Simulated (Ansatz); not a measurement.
C$_{2}$H$_{7}$NS (`CNCS`), relaxed with RKS PBE0-D4/def2-TZVP in Ansatz from a PBE-D4/def2-SVP geometry. The force threshold is 0.005 eV/Å; the program also tests the step.

Total charge 0; spin multiplicity 1.

Start:

```xyz
11

C    -1.358    0.791   -0.288
N    -0.537   -0.148    0.455
C     0.852   -0.155    0.073
S     1.769   -1.226    1.266
H    -2.409    0.727    0.059
H    -1.356    0.646   -1.401
H    -1.010    1.828   -0.096
H    -0.917   -1.101    0.404
H     1.238    0.886    0.132
H     1.071   -0.526   -0.963
H     2.657   -1.724    0.360
```

| step | energy (eV) | largest force (eV/Å) | largest move (Å) |
| --- | --- | --- | --- |
| 1 | -14506.8340 | 0.682 | 0.000 |
| 2 | -14506.8806 | 0.298 | 0.032 |
| 3 | -14506.8866 | 0.080 | 0.017 |
| 4 | -14506.8869 | 0.032 | 0.010 |
| 5 | -14506.8870 | 0.027 | 0.022 |
| 6 (rejected) | -14506.8869 | 0.030 | 0.014 |
| 7 | -14506.8871 | 0.007 | 0.007 |
| 8 | -14506.8871 | 0.004 | 0.005 |

End:

```xyz
11

C    -1.342    0.782   -0.296
N    -0.535   -0.135    0.479
C     0.846   -0.142    0.084
S     1.754   -1.228    1.226
H    -2.383    0.710    0.024
H    -1.302    0.608   -1.383
H    -1.010    1.807   -0.111
H    -0.907   -1.076    0.437
H     1.233    0.877    0.163
H     1.028   -0.493   -0.944
H     2.619   -1.712    0.322
```

Hardware: 2 threads of an AMD EPYC 7B13 on a shared host. Wall time 28 s, peak host memory 0.39 GiB.
